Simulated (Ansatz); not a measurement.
**Ti3O (P-31c)**

These are results of Ansatz, DFT r2SCAN, scalar-relativistic, plane waves, PAW, not measurements.

Cutoff 500 eV; k points 12×12×4 on the computed 16-atom cell (Γ-centred); Gaussian smearing, width 0.10 eV; no spin polarisation.

The structure is relaxed at this level of theory with its symmetry kept. Whether it is the stable form of this composition wasn't checked.

```
Ti O
1.0
     5.13289    0.00000    0.00000
    -2.56644    4.44521    0.00000
     0.00000    0.00000    9.46836
Ti O
12 4
Direct
  0.33389 0.00655 0.11741
  0.99345 0.32735 0.11741
  0.67265 0.66611 0.11741
  0.99345 0.66611 0.38259
  0.67265 0.00655 0.38259
  0.33389 0.32735 0.38259
  0.66611 0.99345 0.88259
  0.00655 0.67265 0.88259
  0.32735 0.33389 0.88259
  0.00655 0.33389 0.61741
  0.32735 0.99345 0.61741
  0.66611 0.67265 0.61741
  0.66667 0.33333 0.25000
  0.33333 0.66667 0.75000
  0.00000 0.00000 0.25000
  0.00000 0.00000 0.75000
```

| Quantity | Value |
| --- | --- |
| Space group | P-31c (No. 163) |
| Volume per atom | 13.50 Å³ |
| Formation energy from the elements' standard states (uncorrected) | -1.538 eV/atom |
| Generalised Kohn–Sham band gap | none (metal) |
| Density of states at the Fermi level | 10.48 states/eV per cell |
| Löwdin character within 0.5 eV of the Fermi level | Ti 3d 93 % |

Spin polarisation was left out, and a magnetic state may lie lower.

A ferromagnetic start lost its moments in a first run, so spin was left out; other magnetic orders weren't tried.

Cost: 1 run of about 20 core-minutes, on Intel Xeon Processor @ 2.50GHz (Skylake/Cascade Lake) (shared hosts).